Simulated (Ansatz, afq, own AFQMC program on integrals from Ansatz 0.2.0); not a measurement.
CH3B, triplet: AFQMC among the cluster methods

```
atom   x (Å)    y (Å)    z (Å)
   B  0.0000   0.1835   2.0449
   C  0.0000  -0.2326  -2.0349
   H  0.0000   1.2820   2.5325
   H  0.0000  -0.7756   2.7603
   H  0.0000   0.2978  -2.9783
```

Connectivity, by distances: BH2 ··· CH.

Basis cc-pVDZ. Noble-gas cores (and the filled d shells of Ga–Kr and In–Xe) are frozen. Ansatz 0.2.0 and our own AFQMC program on the same integrals; the CISD trial comes from CCSD amplitudes, and released means the phaseless constraint is let go. ± is one standard error of the sampling.

Determinant: UHF, the one that the program's search chose, which needn't be the lowest solution. The geometry is a point of a scan.

No full CI on the walks' own integrals is used here; CCSDT(Q) serves as the reference and is uncertain by about the last step of the cluster series.

Cautions: lower spins were not checked; an unrestricted solution with more broken spin lies lower (283 meV, ⟨S²⟩ 3.00).

The T1 diagnostic is 0.0100. The weight of the determinant in the CISD state is 0.896, the ⟨S²⟩ of the determinant is 2.010 and the size of the correlated space is 10 electrons in 41 orbitals.

| level | correlation energy (eV) |
| --- | --- |
| MP2 | -3.9604 |
| CCSD | -5.1968 |
| CCSD(T) | -5.2786 |

Task: Estimate where phaseless AFQMC with a CISD trial lies against CCSD(T) on the same integrals.

Result: 0.6 ± 0.7 kJ/mol below CCSD(T). The gap is under twice the noise, so this walk alone can't tell the two apart.

Reference: CCSDT(Q), correlation energy -5.306 eV. The released energy is read at 2.40 1/Eh (meV from the phaseless value at times in 1/Eh: -4 ± 10 at 0.24, -13 ± 9 at 0.51, -17 ± 8 at 0.99, -18 ± 12 at 1.62, -16 ± 13 at 2.40).

```json
{"level": "CCSD(T)", "E − E(reference) (kJ/mol)": "2.6", "share of correlation (%)": "99.49"}
{"level": "CCSDT", "E − E(reference) (kJ/mol)": "0.2", "share of correlation (%)": "99.96"}
{"level": "ph-AFQMC/CISD", "E − E(reference) (kJ/mol)": "2.0 ± 0.7", "share of correlation (%)": "99.60"}
{"level": "released AFQMC", "E − E(reference) (kJ/mol)": "0.5 ± 1.2", "share of correlation (%)": "99.89"}
```

A walk keeps the symmetry of its determinant, which the program's search chose and which needn't be the lowest solution, so a lower state of the same spin and another symmetry isn't excluded. Released energies are given only where the last usable release times agree within the noise; a slower fall can still hide under it.
